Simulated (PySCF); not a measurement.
C₅H₁₂O.
Numbering: `[CH3:1][CH2:2][CH2:3][CH2:4][CH2:5][OH:6]` (hydrogens: H7, H8, H9 on C1; H10, H11 on C2; H12, H13 on C3; H14, H15 on C4; H16, H17 on C5; H18 on O6)

Method: PBE0-D3(BJ)/def2-SVP geometry optimisation, gas phase (PySCF); density fitting, grid level 1; the optimiser is geomeTRIC in internal coordinates, started from an MMFF94s structure with every atom displaced at random (about 0.03 Å).

Step 1: E = -7414.0415 eV
```
atom  x, y, z in Å  |  force x, y, z in eV/Å
C1      2.8051    0.1626    0.4484   -0.545  -0.340  -0.353
C2      1.4653    0.6200   -0.1502    0.115  -0.296  -0.110
C3      0.2776   -0.2587    0.2286   -1.208   0.415  -0.924
C4     -1.1038    0.2274   -0.4016    0.563  -1.096   0.744
C5     -2.2683   -0.6967   -0.0002    0.704  -0.745  -0.313
O6     -3.4700   -0.4129   -0.6486   -0.150   0.067  -0.137
H7      3.0654   -0.8718    0.0921   -0.093   0.680   0.379
H8      2.7586    0.1882    1.5489    0.027  -0.240   0.002
H9      3.6033    0.8528    0.1575    0.221   0.013  -0.140
H10     1.2468    1.6480    0.1738    0.056   0.165  -0.025
H11     1.5433    0.6453   -1.2572    0.014   0.071   0.205
H12     0.1634   -0.2770    1.3233    0.008  -0.086   0.104
H13     0.4654   -1.3055   -0.1041   -0.105   0.296   0.150
H14    -1.0809    0.2426   -1.5023    0.248   0.032  -0.038
H15    -1.3682    1.2423   -0.0684    0.248   0.216   0.060
H16    -2.0182   -1.7591   -0.2928   -0.111   0.772   0.269
H17    -2.3754   -0.6953    1.1022   -0.028  -0.007   0.072
H18    -3.7658    0.4648   -0.3914    0.035   0.085   0.055
```

Step 2: E = -7414.1536 eV
```
atom  x, y, z in Å  |  force x, y, z in eV/Å
C1      2.7556    0.1738    0.4350    0.060  -0.006  -0.062
C2      1.4336    0.6259   -0.1590   -0.023  -0.075   0.010
C3      0.2644   -0.2656    0.2293   -0.869   0.336  -0.448
C4     -1.0876    0.1947   -0.3868    0.689  -0.327   0.417
C5     -2.2449   -0.7102   -0.0006    0.164  -0.201  -0.078
O6     -3.4367   -0.3839   -0.6561   -0.154  -0.007  -0.020
H7      3.0162   -0.8475    0.0985   -0.005   0.147   0.100
H8      2.7142    0.1758    1.5358    0.017  -0.081   0.011
H9      3.5721    0.8504    0.1392    0.045  -0.058  -0.011
H10     1.2215    1.6614    0.1603   -0.018   0.008  -0.027
H11     1.5139    0.6560   -1.2603   -0.019   0.026   0.017
H12     0.1563   -0.2901    1.3282    0.071  -0.044   0.014
H13     0.4534   -1.3050   -0.0956    0.070   0.024   0.058
H14    -1.0193    0.2211   -1.4866    0.030  -0.001  -0.021
H15    -1.3053    1.2266   -0.0564    0.008   0.037  -0.017
H16    -2.0042   -1.7562   -0.2870   -0.082   0.242   0.056
H17    -2.3629   -0.7124    1.1031   -0.015  -0.010   0.004
H18    -3.6968    0.5021   -0.3832    0.032  -0.012  -0.003
```

Step 3: E = -7414.1718 eV
```
atom  x, y, z in Å  |  force x, y, z in eV/Å
C1      2.7492    0.1809    0.4329   -0.022   0.119   0.009
C2      1.4213    0.6290   -0.1629    0.105  -0.006   0.070
C3      0.2532   -0.2644    0.2242   -0.246   0.076  -0.047
C4     -1.0775    0.1794   -0.3801    0.265   0.015   0.082
C5     -2.2446   -0.7147   -0.0031   -0.061   0.066   0.044
O6     -3.4401   -0.3748   -0.6538    0.022   0.001   0.023
H7      3.0130   -0.8350    0.1075    0.005  -0.098  -0.046
H8      2.7116    0.1686    1.5342   -0.017   0.013   0.005
H9      3.5764    0.8462    0.1384   -0.040  -0.006   0.000
H10     1.2041    1.6656    0.1517    0.002  -0.010  -0.002
H11     1.4992    0.6623   -1.2629    0.010   0.001  -0.032
H12     0.1599   -0.2930    1.3252    0.038  -0.029   0.007
H13     0.4606   -1.3006   -0.0928    0.053  -0.064   0.014
H14    -0.9932    0.2082   -1.4797   -0.061  -0.002  -0.016
H15    -1.2819    1.2175   -0.0549   -0.077  -0.013  -0.041
H16    -2.0203   -1.7532   -0.2894    0.013  -0.067  -0.045
H17    -2.3672   -0.7207    1.1007    0.015  -0.002  -0.007
H18    -3.6801    0.5155   -0.3776   -0.004   0.007  -0.017
```

Task: Estimate the geometry and energy of step 4. (The exact step hangs on the optimiser's Hessian estimate; all steps are aligned on step 3, rigid shifts and turns removed.)

Result: E = -7414.1741 eV, largest force 0.100 eV/Å
```
atom  x, y, z in Å  |  force x, y, z in eV/Å
C1      2.7449    0.1807    0.4343    0.028   0.026   0.030
C2      1.4222    0.6299   -0.1626    0.010   0.014   0.009
C3      0.2509   -0.2630    0.2218   -0.055   0.055  -0.018
C4     -1.0750    0.1797   -0.3817    0.096  -0.006   0.030
C5     -2.2405   -0.7150   -0.0014   -0.068   0.040   0.020
O6     -3.4375   -0.3728   -0.6482    0.012  -0.005   0.024
H7      3.0058   -0.8373    0.1074    0.008  -0.047  -0.021
H8      2.7034    0.1677    1.5356    0.000   0.010   0.000
H9      3.5723    0.8446    0.1405   -0.009   0.001   0.003
H10     1.2060    1.6665    0.1516   -0.007  -0.002  -0.001
H11     1.5037    0.6641   -1.2630   -0.004   0.000  -0.013
H12     0.1629   -0.2937    1.3234    0.007  -0.012   0.000
H13     0.4655   -1.3002   -0.0918    0.011  -0.022   0.002
H14    -1.0006    0.2050   -1.4824   -0.019   0.003  -0.001
H15    -1.2911    1.2166   -0.0605   -0.022  -0.002  -0.027
H16    -2.0177   -1.7533   -0.2921    0.005  -0.047  -0.028
H17    -2.3580   -0.7222    1.1028    0.004  -0.008  -0.002
H18    -3.6738    0.5197   -0.3759    0.002   0.003  -0.010
```

The energy changes by -0.0023 eV. The first-order estimate −F·Δx gives -0.0041 eV and the mean of the old and new forces, exact on a quadratic surface, -0.0026 eV. The step makes an angle of 71° with the force vector and moves no atom by more than 0.011 Å.

The cost below is that of the whole optimisation. The run took 1.7 min wall on Arm Neoverse N1, one thread (shared host), and the process peaked at 0.61 GiB of memory.
